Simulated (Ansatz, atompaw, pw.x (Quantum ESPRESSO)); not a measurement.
# From atom to crystal: PAW (atompaw) potential for B (Z = 5)

| Property | Result |
| --- | --- |
| Element | B (Z = 5) |
| Generator | atompaw 4.2.0.5 |
| Type | PAW |
| Functional | LDA (PW92) |
| Relativity | scalar-relativistic |
| Frozen core | [He] |
| Valence charge | 3 |
| Reference configuration | 2s2 2p1 |
| Partial waves | 2s (bound): rc 3.00 bohr; 2s channel at 0.05 Ry: rc 3.00 bohr; 2p (bound): rc 3.00 bohr; 2p channel at 3.8 Ry: rc 3.00 bohr; 3d channel at 0.45 Ry: rc 3.00 bohr; 3d channel at 1.7 Ry: rc 3.00 bohr |
| Local potential | troulliermartins scheme with l = 3 at 1 Ry, radius 2.85 bohr |
| Core correction | smooth core density matched at 2.35 bohr |
| Augmentation charge | sinc compensation charge, radius 2.15 bohr; PAW radius 3.00 bohr; waves and projectors: custom polynom vanderbiltortho |

Atomic tests: cutoffs needed: 6 Ry and 8 Ry (the cutoffs (Ry, on a coarse ladder) from which the occupation-weighted sum of valence levels, in a spherical-Bessel basis at the reference potential, stays within 10 and 1 mRy of its value at 400 Ry); ghost test: no extra level below or beside the all-electron valence levels (s, p, d, f tested) (spherical-Bessel basis up to 400 Ry, 20 bohr box); lowest eigenvalue of the overlap operator: 0.66 (p channel).

Crystal test: diamond B in pw.x 7.5, no spin, 11³ k-points, Fermi–Dirac smearing 0.01 Ry, cutoffs 40/400 Ry. The lattice is a test structure that the element need not adopt, and mesh and smearing are coarse.

pw.x input:

```
&control
  calculation='scf', prefix='x', pseudo_dir='./', outdir='./tmp', tstress=.true., disk_io='none'
/
&system
  ibrav=0, nat=2, ntyp=1, ecutwfc=40, ecutrho=400, nbnd=10,
  occupations='smearing', smearing='fd', degauss=0.01
/
&electrons
  conv_thr=1e-09, mixing_beta=0.4, electron_maxstep=70
/
ATOMIC_SPECIES
B 1.0 B.UPF
CELL_PARAMETERS angstrom
  0.00000000 2.00183166 2.00183166
  2.00183166 0.00000000 2.00183166
  2.00183166 2.00183166 0.00000000
ATOMIC_POSITIONS crystal
B 0.0000 0.0000 0.0000
B 0.2500 0.2500 0.2500
K_POINTS automatic
11 11 11 0 0 0
```

```bash
pw.x < B.scf.in > B.scf.out
```

**Question.** How does the run end?

**Answer.** Failed (c_bands: too many bands are not converged). The largest radius (3.00 bohr) exceeds half the bond length (1.64 bohr), so the spheres overlap, which is one possible source of error among others. The log shows:

```
Message from routine setup:
     using ibrav=0 with symmetry is DISCOURAGED, use correct ibrav instead
     lattice parameter (alat)  =       5.3498  a.u.
     unit-cell volume          =     108.2703 (a.u.)^3
     number of electrons       =         6.00
     number of Kohn-Sham states=           10
     kinetic-energy cutoff     =      40.0000  Ry
     charge density cutoff     =     400.0000  Ry
     scf convergence threshold =      1.0E-09
     Exchange-correlation= SLA PW NOGX NOGC
     number of k points=    56  Fermi-Dirac smearing, width (Ry)=  0.0100
     iteration #  1     ecut=    40.00 Ry     beta= 0.40
     total energy              =     -21.45652098 Ry
     estimated scf accuracy    <       0.08050145 Ry
     iteration #  2     ecut=    40.00 Ry     beta= 0.40
     total energy              =     -21.47002178 Ry
     estimated scf accuracy    <       0.02480437 Ry
     iteration #  3     ecut=    40.00 Ry     beta= 0.40
     total energy              =     -21.51076614 Ry
     estimated scf accuracy    <       0.00011617 Ry
     iteration #  4     ecut=    40.00 Ry     beta= 0.40
     c_bands:  4 eigenvalues not converged
     Error in routine c_bands (1):
     too many bands are not converged
```
